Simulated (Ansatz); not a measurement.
# BSiH₅ (singlet): the correlation ladder at distance B1–H4 along a hydrogen transfer = 1.110 Å, cc-pVDZ

An exercise on one series of results from a longer session: the logs are not shown, and one member is left open.

Program: Ansatz 0.2.0, Gaussian basis. Level of theory: cc-pVDZ, core rule «outside noble gas», up to 6 orbitals frozen. These are calculated values, not measurements.

Plan: UHF; CCSD(T) on RHF; CCSD(T) on UHF; BCCD(T) on RHF; CISD; CCSDT(Q) on RHF; CCSDT(Q) on UHF; CASSCF and NEVPT2, 2 electrons in 2 orbitals; CASSCF and NEVPT2, 8 electrons in 8 orbitals.

6 further runs of the same task are left out: 5 that didn't finish, 1 set aside as unsound or not needed.

## The geometry

The geometry derives from fragments relaxed apart (PBE0/def2-TZVP) and kept rigid, so it is no stationary point. A hydrogen atom is moved between rigid fragments.

7 atoms, charge 0, spin multiplicity 1.

Atoms are counted from 1 here; the program's logs count them from 0.

Bond lengths: B1–H2 1.193 Å, B1–H3 1.193 Å, B1–H4 1.110 Å, Si5–H6 1.526 Å, Si5–H7 1.526 Å. Angles: H2–B1–H3 120.0°, H2–B1–H4 120.0°, H3–B1–H4 120.0°, H6–Si5–H7 91.2°.

Set-up of the first run:

Contents of in.yaml:

```yaml
crystal:
  periodic: [false, false, false]
  atoms:
    - {symbol: B, position_ang: [-2.321996, 0.040114, 0.000000]}
    - {symbol: H, position_ang: [-2.918729, 1.073685, 0.000000]}
    - {symbol: H, position_ang: [-2.918729, -0.993457, 0.000000]}
    - {symbol: H, position_ang: [-1.211996, 0.040114, 0.000000]}
    - {symbol: Si, position_ang: [1.029004, 0.040114, 0.000000]}
    - {symbol: H, position_ang: [1.641184, -0.834170, 1.090012]}
    - {symbol: H, position_ang: [1.641184, -0.834170, -1.090012]}
basis:
  gaussian: {orbitals: cc-pVDZ}
magnetization: {spin_polarized: true, initial_magnetization: 0}
hamiltonian: {xc: hf}
output: {orbitals: {seedname: orbitals}}
```

Started as:

```bash
$ ansatz run in.yaml --threads 1 --pin off --events-out ev --progress --plain --max-ram 2393MiB
```

Steps of the session up to this table: UHF; CCSD(T) on RHF; CCSD(T) on UHF; BCCD(T) on RHF; CISD; CCSDT(Q) on RHF; CCSDT(Q) on UHF; CASSCF and NEVPT2, 2 electrons in 2 orbitals; CASSCF and NEVPT2, 8 electrons in 8 orbitals.

One table of the session follows, with a row left open; its other results are not shown here.

| method | from RCCSDT(Q) (kcal/mol) |
| --- | --- |
| RHF | +151.66 |
| UHF | +150.64 |
| RMP2 | +35.56 |
| CISD | +16.88 |
| RCCSD | +3.50 |
| RCCSD(T) | +0.75 |
| BCCD(T) | +0.75 |
| RCCSDT | ? |
| RCCSDT(Q) | 0 |
| CASSCF pair | +140.37 |
| NEVPT2 pair | +34.46 |
| CASSCF frontier | +113.33 |
| NEVPT2 frontier | +31.67 |

Q: Estimate the row for RCCSDT from the others.

**Answer.** from RCCSDT(Q) (kcal/mol): +0.10. In the column «from RCCSDT(Q) (kcal/mol)» it lies between RCCSDT(Q) (0) and RCCSD(T) (+0.75).

Not comparable, so not listed: CCSD(T) on UHF; CCSDT(Q) on UHF (they don't share determinant, frozen orbitals or solution with the rows shown, or repeat one).

Limits of these values: Warnings: restricted reference is unstable; spin contamination.
